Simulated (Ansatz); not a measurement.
A nudged elastic band was laid between two geometries of C2H4ClFO (9 atoms, charge 0, multiplicity 1).

Method: Ansatz 0.2.0, RKS PBE-D4/cc-pVDZ.

* movable images: 9
* climbing image: yes
* spring: 5.0 eV/Å²
* optimiser: quadratic models (default)
* start path: IDPP
* force threshold: 0.05 eV/Å
* iteration limit: 60
* end points: relaxed

First end point:

```xyz
9
Properties=species:S:1:pos:R:3
C 0.142 -0.993 -0.738
O 0.674 0.281 -0.336
C -0.069 0.861 0.655
F -1.306 1.262 0.186
Cl 0.833 2.309 1.231
H -0.869 -0.880 -1.181
H 0.842 -1.391 -1.494
H 0.090 -1.695 0.125
H -0.247 0.199 1.534
```

Last end point:

```xyz
9
Properties=species:S:1:pos:R:3
C 0.204 -1.173 -0.368
O 0.768 0.003 0.238
C -0.145 1.015 0.352
F -0.473 1.539 -0.885
Cl 0.606 2.310 1.351
H -0.672 -1.541 0.213
H -0.105 -0.975 -1.414
H 1.002 -1.936 -0.351
H -1.097 0.712 0.846
```

Q: Which bonds break or form, and what moves?

A: No bond is made or broken. The dihedral H6–C1–O2–C3 goes from 64 to -58°. The two ends are copies of one structure, up to a mirror image or an exchange of like atoms.

Q: What energy profile does the band end with?

A: It converged. The highest image is number 5 of 0 to 10, 0.069 eV above the ends, which have the same energy within 2 meV. A vibrational analysis at the climbing image gives one clearly imaginary mode, 180i cm⁻¹: a first-order saddle point.

```tsv
image	path coordinate (Å)	energy (eV)	dihedral H6–C1–O2–C3 (°)
0	0.00	0.000	64
1	0.31	0.005	54
2	0.61	0.019	43
3	0.92	0.040	31
4	1.23	0.061	18
5	1.53	0.069	4
6	1.83	0.061	-10
7	2.13	0.041	-24
8	2.44	0.019	-36
9	2.74	0.005	-47
10	3.04	0.000	-58
```

Q: What is the geometry of the highest image?

A: 
```xyz
9
Properties=species:S:1:pos:R:3
C 0.207 -1.114 -0.540
O 0.787 0.097 -0.016
C -0.135 0.962 0.503
F -0.912 1.525 -0.495
Cl 0.770 2.271 1.344
H -0.901 -1.101 -0.487
H 0.504 -1.213 -1.603
H 0.599 -1.978 0.035
H -0.831 0.506 1.243
```

Q: What are the harmonic wavenumbers there?

A: 180i, 87, 252, 336, 402, 567, 810, 967, 994, 1081, 1111, 1202, 1240, 1306, 1401, 1414, 1428, 2959, 2967, 3056, 3064 cm⁻¹.

The run took 37 s on 2 threads of Intel(R) Xeon(R) Platinum 8488C (Sapphire Rapids), with other jobs on the host, peak memory 0.15 GiB.
